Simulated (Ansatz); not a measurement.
Reaction (hydrogen abstraction from the Si–H bond): `F[SiH2]F` + `[CH3]`• → `F[SiH]F`• + CH₄

Program: Ansatz. Geometries: PBE0-D4/def2-TZVP. ΔE: electronic, gas phase. CCSD(T)/CBS is extrapolated from def2-TZVPP and def2-QZVPP, frozen cores. Functionals use def2-TZVPP. B3LYP here is the variant with VWN-RPA as its local correlation; programs differ in this. HSE06 is defined as in plane-wave codes. Open shells (•) are unrestricted, without spin–orbit coupling.

`F[SiH2]F`:

Z-matrix (Å, degrees):
```
Si
F 1 1.586
F 1 1.586 2 108.0
H 1 1.474 2 108.5 3 117.4
H 1 1.474 2 108.5 3 -117.4
```

`[CH3]`•:

```xyz
4

C     0.000    0.000    0.000
H     0.716    0.745    0.315
H    -1.016    0.040    0.363
H     0.301   -0.785   -0.678
```

`F[SiH]F`•:

Z-matrix (Å, degrees):
```
Si
F 1 1.592
F 1 1.592 2 107.3
H 1 1.493 2 107.6 3 -115.6
```

CH₄:

```xyz
5

C     0.000    0.000    0.000
H     0.681    0.618    0.584
H    -0.895   -0.209    0.586
H     0.491   -0.937   -0.259
H    -0.278    0.528   -0.912
```

```json
{"level": "LDA (SPW92)", "ΔE (kJ/mol)": "-84.3", "difference from CCSD(T)/CBS": "-40.5"}
{"level": "PBE-D4", "ΔE (kJ/mol)": "-68.6", "difference from CCSD(T)/CBS": "-24.8"}
{"level": "revPBE-D4", "ΔE (kJ/mol)": "-65.0", "difference from CCSD(T)/CBS": "-21.2"}
{"level": "BLYP-D4", "ΔE (kJ/mol)": "-58.8", "difference from CCSD(T)/CBS": "-15.0"}
{"level": "r2SCAN-D4", "ΔE (kJ/mol)": "-49.1", "difference from CCSD(T)/CBS": "-5.3"}
{"level": "B97M-V", "ΔE (kJ/mol)": "-51.0", "difference from CCSD(T)/CBS": "-7.2"}
{"level": "B3LYP-D4", "ΔE (kJ/mol)": "-51.2", "difference from CCSD(T)/CBS": "-7.4"}
{"level": "r2SCAN0-D4", "ΔE (kJ/mol)": "-44.0", "difference from CCSD(T)/CBS": "-0.2"}
{"level": "HSE06-D4", "ΔE (kJ/mol)": "-57.3", "difference from CCSD(T)/CBS": "-13.5"}
{"level": "CAM-B3LYP-D4", "ΔE (kJ/mol)": "-48.9", "difference from CCSD(T)/CBS": "-5.1"}
{"level": "ωB97X-V", "ΔE (kJ/mol)": "-48.5", "difference from CCSD(T)/CBS": "-4.7"}
{"level": "B2PLYP", "ΔE (kJ/mol)": "-48.4", "difference from CCSD(T)/CBS": "-4.6"}
{"level": "PBE-QIDH", "ΔE (kJ/mol)": "-49.2", "difference from CCSD(T)/CBS": "-5.4"}
{"level": "r2SCAN", "ΔE (kJ/mol)": "-49.1", "difference from CCSD(T)/CBS": "-5.3"}
{"level": "B3LYP", "ΔE (kJ/mol)": "-51.5", "difference from CCSD(T)/CBS": "-7.7"}
{"level": "r2SCANh", "ΔE (kJ/mol)": "-47.0", "difference from CCSD(T)/CBS": "-3.2"}
{"level": "BHLYP", "ΔE (kJ/mol)": "-37.6", "difference from CCSD(T)/CBS": "6.2"}
{"level": "LC-ωPBE", "ΔE (kJ/mol)": "-52.5", "difference from CCSD(T)/CBS": "-8.7"}
{"level": "MP2/def2-SVP", "ΔE (kJ/mol)": "-50.7", "difference from CCSD(T)/CBS": "-6.9"}
{"level": "CCSD/def2-SVP", "ΔE (kJ/mol)": "-40.1", "difference from CCSD(T)/CBS": "3.7"}
{"level": "HF/def2-TZVPP", "ΔE (kJ/mol)": "-14.8", "difference from CCSD(T)/CBS": "29.0"}
{"level": "SCS-MP2/def2-TZVPP", "ΔE (kJ/mol)": "-44.1", "difference from CCSD(T)/CBS": "-0.3"}
{"level": "CCSD(T)/def2-TZVPP", "ΔE (kJ/mol)": "-42.5", "difference from CCSD(T)/CBS": "1.3"}
{"level": "HF/def2-QZVPP", "ΔE (kJ/mol)": "-15.5", "difference from CCSD(T)/CBS": "28.3"}
{"level": "CCSD(T)/def2-QZVPP", "ΔE (kJ/mol)": "-43.5", "difference from CCSD(T)/CBS": "0.3"}
{"level": "HF/CBS(def2)", "ΔE (kJ/mol)": "-15.6", "difference from CCSD(T)/CBS": "28.2"}
{"level": "MP2/CBS(def2)", "ΔE (kJ/mol)": "-51.9", "difference from CCSD(T)/CBS": "-8.1"}
{"level": "CCSD/CBS(def2)", "ΔE (kJ/mol)": "-38.9", "difference from CCSD(T)/CBS": "4.9"}
{"level": "HF/cc-pV(D+d)Z", "ΔE (kJ/mol)": "-13.3", "difference from CCSD(T)/CBS": "30.5"}
{"level": "CCSD/cc-pV(D+d)Z", "ΔE (kJ/mol)": "-36.9", "difference from CCSD(T)/CBS": "6.9"}
{"level": "HF/cc-pV(T+d)Z", "ΔE (kJ/mol)": "-15.3", "difference from CCSD(T)/CBS": "28.5"}
{"level": "MP2/cc-pV(T+d)Z", "ΔE (kJ/mol)": "-52.2", "difference from CCSD(T)/CBS": "-8.4"}
{"level": "CCSD/cc-pV(T+d)Z", "ΔE (kJ/mol)": "-39.0", "difference from CCSD(T)/CBS": "4.8"}
{"level": "CCSD(T)/cc-pV(T+d)Z", "ΔE (kJ/mol)": "-43.5", "difference from CCSD(T)/CBS": "0.3"}
{"level": "HF/cc-pV(Q+d)Z", "ΔE (kJ/mol)": "-15.5", "difference from CCSD(T)/CBS": "28.3"}
{"level": "MP2/cc-pV(Q+d)Z", "ΔE (kJ/mol)": "-52.0", "difference from CCSD(T)/CBS": "-8.2"}
{"level": "CCSD/cc-pV(Q+d)Z", "ΔE (kJ/mol)": "-38.8", "difference from CCSD(T)/CBS": "5.0"}
{"level": "MP2/CBS(cc)", "ΔE (kJ/mol)": "-51.7", "difference from CCSD(T)/CBS": "-7.9"}
{"level": "CCSD/CBS(cc)", "ΔE (kJ/mol)": "-38.6", "difference from CCSD(T)/CBS": "5.2"}
{"level": "CCSD(T)/CBS(cc)", "ΔE (kJ/mol)": "-43.6", "difference from CCSD(T)/CBS": "0.2"}
{"level": "CCSD(T)/CBS", "ΔE (kJ/mol)": "-43.8", "difference from CCSD(T)/CBS": "0"}
```

Largest T1 diagnostic among the species: 0.014.

Leaving LDA and LC-ωPBE aside and taking each functional with its dispersion term where it has one, the values, not all of them listed here, spread over 31.3 kJ/mol, from PBE-D4 to BHLYP-D4. LDA lies −15.4 kJ/mol from PBE without D4. In def2-TZVPP, CCSD(T) changes the Hartree–Fock value by −27.6 kJ/mol (the triples alone add −4.5 kJ/mol) and MP2 by −36.3 kJ/mol. From r2SCAN to r2SCAN0 (25 % exact exchange), in def2-TZVPP and without D4, ΔE moves by +5.1 kJ/mol.
